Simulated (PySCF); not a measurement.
Structure problem from calculated spectra and properties.

Formula: C4H9F.

- 13C NMR: chemical shifts (computed TMS as zero) by class: 94.1 (1 C), 30.5 (3 C) ppm [GIAO PBE0/pcSseg-1]
- Dipole: 1.90 D [PBE0/pcSseg-1]
- NMR, other nuclei: isotropic shieldings of nuclei other than C and H, by class: 345 (1 F) ppm [GIAO PBE0/pcSseg-1]
- 1H NMR: chemical shifts (computed TMS as zero) by class: 1.36 (9 H) ppm [GIAO PBE0/pcSseg-1]
- Rotational structure: rotational constants A, B, C: 4.728, 4.727, 4.533 GHz [GFN2-xTB]

The electronic properties come from PySCF, for the isolated species, density fitting. Levels stand in brackets. Isolated species at its GFN2-xTB geometry, gas phase. NMR values are class means; diastereotopic atoms form classes of their own.

Q: Propose a structure and show how it fits.

A: Numbering: `[CH3:1][C:2]([CH3:3])([CH3:4])[F:5]`. Its formula, C4H9F, gives 0 degrees of unsaturation, so no ring and no π bond. 4 carbons fall into 2 classes; from least to most shielded: sp3 C–F carbon [C2] (94.1 ppm), methyl carbon [C1/C3/C4] (30.5 ppm, 3 C). All hydrogens form one class (1.36 ppm): methyl hydrogen. The other shieldings belong to: 345 ppm, alkyl fluorine [F5]. The optimised geometry has point group C3v and is an oblate symmetric top (the spread among constants that symmetry makes equal is optimisation noise). Structure: `CC(F)(C)C`. The assignments are read from this structure; whether some other isomer fits the data as well wasn't checked.
